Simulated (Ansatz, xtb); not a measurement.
## A geometry optimisation of AlClH3Si with r2SCAN-D4/def2-SVP

The starting geometry of this gas-phase doublet has its atoms placed at random.

```xyz
6

Al    0.0696   -0.0933    0.0950
Cl   -0.8226   -1.9279    0.1837
Si   -1.4412    0.7745    1.3368
H     0.7466    0.6805    1.9184
H     0.6958    0.3661   -1.8868
H     1.9459   -0.4073    0.0692
```

Question: Guess where an optimisation with r2SCAN-D4/def2-SVP ends from this start.

Answer: It ends as a structure with Cl2 bridging Al1 and Si3, H4 bridging Al1 and Si3, given below by its coordinates. Distances that change by over a tenth: Al1–Cl2 (2.04 → 2.28 Å), Al1–Si3 (2.14 → 2.87 Å). Contacts that close: Al1–H4 (2.09 → 1.76 Å), Al1–H5 (2.13 → 1.58 Å), Al1–H6 (1.90 → 1.58 Å), Cl2–Si3 (3.00 → 2.37 Å), Si3–H4 (2.27 → 1.65 Å).

The energy falls by 4.50 eV over 15 steps:

```json
{"step": "1", "E − E(last) (eV)": "4.500"}
{"step": "3", "E − E(last) (eV)": "1.553"}
{"step": "4", "E − E(last) (eV)": "0.665"}
{"step": "6", "E − E(last) (eV)": "0.125"}
{"step": "7", "E − E(last) (eV)": "0.062"}
{"step": "9", "E − E(last) (eV)": "0.014"}
{"step": "10", "E − E(last) (eV)": "0.009"}
{"step": "12", "E − E(last) (eV)": "0.002"}
{"step": "13", "E − E(last) (eV)": "0.000"}
{"step": "15", "E − E(last) (eV)": "0.000"}
```

Final geometry (Å):

```csv
atom,x (Å),y (Å),z (Å)
Al,0.7483,-0.1427,-0.2094
Cl,-0.9576,-1.5423,0.3513
Si,-1.2582,0.3169,1.7942
H,0.0824,0.9065,1.0353
H,0.4600,0.5500,-1.5979
H,2.1193,-0.6959,0.3428
```

From the same start GFN2-xTB ends elsewhere, differing in Al1–Si3 (2.48 against 2.87 Å here), Al1–H4 (3.93 against 1.76 Å here), Cl2–Si3 (3.36 against 2.37 Å here).

From so rough a start the end depends on the optimiser's path, so another program may land elsewhere. No frequencies were run, so the end isn't proven a minimum. Open shells are spin-unrestricted. Run with Ansatz 0.2.0, 3.2 min on 1 thread of AMD EPYC 7R43 64-Core Processor (Zen 3), with other jobs on the host.
